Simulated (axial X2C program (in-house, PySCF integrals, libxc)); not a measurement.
What spin–orbit coupling does to LiO⁻

All values were computed with an in-house relativistic program for diatomic molecules. Spin-free means the one-electron spin-free X2C Hamiltonian; two-component (2c) means X2C with spin–orbit coupling and atomic mean-field two-electron Coulomb and Gaunt terms, so the difference of the two also holds small scalar two-electron terms. Basis: O dyall-av3z [7s6p3d2f], Li dyall-av3z [9s9p3d] (cores contracted in-house); Gaussian nuclei, density fitting, unrestricted open shells. Masses: O 15.995 u, Li 7.016 u.

Spin-free state: M_S = 1, Λ = 1 (beyond evenly filled blocks: σα, π+α, π+β, π-α); fragments O- + Li for PBE0, MP2, CCSD, CCSD(T), BP86; O + Li- for HF.

```json
{"level": "PBE0", "Re (Å)": "1.738", "ωe (cm⁻¹)": "705.2", "De (eV)": "2.503", "μ (D)": "-8.19"}
{"level": "HF", "Re (Å)": "1.730", "ωe (cm⁻¹)": "732.9", "De (eV)": "n/a", "μ (D)": "-8.46"}
{"level": "MP2", "Re (Å)": "1.766", "ωe (cm⁻¹)": "681.9", "De (eV)": "2.563", "μ (D)": "n/a"}
{"level": "CCSD", "Re (Å)": "1.758", "ωe (cm⁻¹)": "693.6", "De (eV)": "2.634", "μ (D)": "n/a"}
{"level": "CCSD(T)", "Re (Å)": "1.764", "ωe (cm⁻¹)": "683.7", "De (eV)": "2.607", "μ (D)": "n/a"}
{"level": "BP86", "Re (Å)": "1.760", "ωe (cm⁻¹)": "671.5", "De (eV)": "2.324", "μ (D)": "-8.82"}
```

Correlated methods: 8 electrons correlated (number of frozen shells: O 1 s; Li 1 s), 188 virtual spin orbitals or spinors in MP2, 84 natural virtuals in coupled cluster.

Dipoles are positive if Li is the positive end and refer to the centre of mass.

Two-component determinant lowest at the distance of the search:

Ω = 2 (⟨Sz⟩ = 1.00, ⟨Lz⟩ = 1.00 at HF); fragments O- + Li for PBE0, MP2, CCSD, CCSD(T), BP86; O + Li- for HF.

```json
{"level": "PBE0", "Re (Å)": "1.739", "ωe (cm⁻¹)": "705.0", "De (eV)": "2.510", "μ (D)": "-8.19"}
{"level": "HF", "Re (Å)": "1.731", "ωe (cm⁻¹)": "732.7", "De (eV)": "n/a", "μ (D)": "-8.45"}
{"level": "MP2", "Re (Å)": "1.766", "ωe (cm⁻¹)": "681.7", "De (eV)": "2.570", "μ (D)": "n/a"}
{"level": "CCSD", "Re (Å)": "1.758", "ωe (cm⁻¹)": "693.4", "De (eV)": "2.640", "μ (D)": "n/a"}
{"level": "CCSD(T)", "Re (Å)": "1.764", "ωe (cm⁻¹)": "683.6", "De (eV)": "2.612", "μ (D)": "n/a"}
{"level": "BP86", "Re (Å)": "1.760", "ωe (cm⁻¹)": "671.4", "De (eV)": "2.332", "μ (D)": "-8.82"}
```

Question: From the two tables, how do the constants change at the CCSD(T) level (2c against spin-free)?

Answer: At the CCSD(T) level Re is unchanged within 0.001 Å and ωe stays the same within 0.2 cm⁻¹; De changes by 0.005 eV.

The state is one determinant whose occupation by symmetry is held fixed; it was picked as the lowest of a PBE0 search that is not exhaustive. Dissociation energies refer to the lowest single-determinant-based atoms at the same level and basis. De is not given where an atomic determinant may have missed its ground term or J level, or where the truncated virtual space spoils (T). Density functionals use the spin component along the axis (collinear). Coupled cluster ran in a truncated set of natural virtual spinors; the MP2 energy of the rest was added. (T) has no such correction and the atoms are truncated less, which lowers De at CCSD(T) by a hundredth of an eV or more. The 2c atoms are single determinants rather than J levels; their spin–orbit lowering is only partly caught, and De is too large by that part. This holds for PBE0, BP86. Other states lie close and PBE0, whose exact exchange favours high spin, may order them wrongly; the determinant shown need not be the ground state. The nearest other spin-free determinant of the search, M_S = 0, Λ = 1, lies 0.003 eV up at the distance of the search. The functionals have no current-density term, which raises determinants with orbital currents, atoms included. With several unpaired electrons one determinant need not be a pure state. A state of lower Ω lies just above, and one determinant can place such states too high, so the state shown need not be the lowest. The search has Ω = 1 only 0.00 eV up. Open-shell Ω = 0 determinants with evenly filled partner blocks cannot be reached by this program, so the Ω shown need not be the lowest component. At some level and bond length an empty orbital lies below a filled one. The highest occupied level of some functionals is positive through self-interaction error; at Hartree–Fock it is bound.
